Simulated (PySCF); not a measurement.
Property card for `C[CH][C@@H](C)CF` [radical]

Species: C₅H₁₀F (doublet state).
Cartesian coordinates in Å at the PBE0-D3(BJ)/def2-SVP level; atoms count from 1:
```xyz
16
C5H10F angstrom
C      2.074   -0.583   -0.368
C      0.730   -0.732    0.245
C     -0.463    0.033   -0.226
C     -1.779   -0.631    0.159
C     -0.412    1.469    0.293
F     -1.469    2.200   -0.195
H      2.649   -1.522   -0.326
H      2.696    0.177    0.149
H      2.007   -0.271   -1.423
H      0.646   -1.272    1.195
H     -0.412    0.110   -1.329
H     -2.632   -0.022   -0.172
H     -1.865   -1.629   -0.295
H     -1.851   -0.750    1.252
H     -0.459    1.478    1.397
H      0.524    1.962   -0.019
```

**PBE0-D3(BJ)/def2-SVP geometry optimisation, gas phase (PySCF)**

```
Point group                  : C1
Rotational constants A, B, C : 5.297, 2.171, 1.672 GHz
Dipole moment                : 1.74 D
```

**UKS B3LYP, IGLO-III on C F, pcH-1 on H, non-relativistic, mean-field spin-orbit, GIAO (PySCF)**

```
Isotropic g value                                                      : 2.00255
Principal g values                                                     : 2.00212, 2.00266, 2.00289
Spin squared ⟨S²⟩                                                      : 0.754
Largest Mulliken spin population                                       : 1.05 on C2
Largest isotropic hyperfine couplings (means over sets of like nuclei) : 13C +101.7 (C2), 13C +98.6 (C5), 1H +78.3 (H7/H8/H9), 1H -61.3 (H10), 1H +41.5 (H11) MHz
```

Monoisotopic mass (most abundant isotopes): 89.0767 u.

At 9.50 GHz, hν = g·μB·B₀ (B₀ the magnetic field) puts the centre of the isotropic spectrum, to first order, at 338.9 mT. The rotational constants make it an asymmetric top with κ = (2B − A − C)/(A − C) = -0.72, nearer the prolate limit (−1). ⟨S²⟩ is 0.004 above the pure-spin value S(S + 1) = 0.75. The dipole equals about 5.8 × 10⁻³⁰ C·m (1 D = 3.33564 × 10⁻³⁰ C·m). With B = h/(8π²I), that is 505.379 GHz u Å² over I, the principal moments of inertia are 95.4, 232.8 and 302.3 u Å² (most abundant isotopes). g_iso is shifted by about +230 ppm from the free-electron value 2.002319; the principal values span 0.0008.

Couplings of like nuclei are plain means over topologically equivalent atoms, as if these changed places fast (by rotation of a methyl-like group, say); in this geometry the members of some sets differ.

For the geometry optimisation (PBE0-D3(BJ)/def2-SVP), hardware: one thread of an x86-64 server, on a shared host. Cost: 71 s wall.

One conformer stands for the species.
